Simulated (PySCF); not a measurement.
CHCl3. Atoms are numbered in the order given.

```xyz
5

Cl     1.4730    -0.8504    -0.0839
C      0.0000     0.0000     0.4540
Cl     0.0000     1.7009    -0.0839
Cl    -1.4730    -0.8504    -0.0839
H      0.0000     0.0000     1.5571
```
Charge 0, spin multiplicity 1.

Geometry: PBE-D3(BJ)/def2-SVP.

The numbers are results of M06-2X/def2-TZVPD (PySCF), not measurements.

Symmetry labels are those of the subgroup Cs that the program uses (full group C3v).

Computed valence orbital energies around the gap with their symmetry:
```csv
orbital,symmetry,energy (eV)
HOMO−7,A",-14.75
HOMO−6,A',-14.75
HOMO−5,A",-11.59
HOMO−4,A',-11.59
HOMO−3,A',-10.79
HOMO−2,A",-10.79
HOMO−1,A',-10.64
HOMO,A",-10.33
LUMO,A',-0.37
LUMO+1,A',0.31
LUMO+2,A',0.50
LUMO+3,A",0.50
```
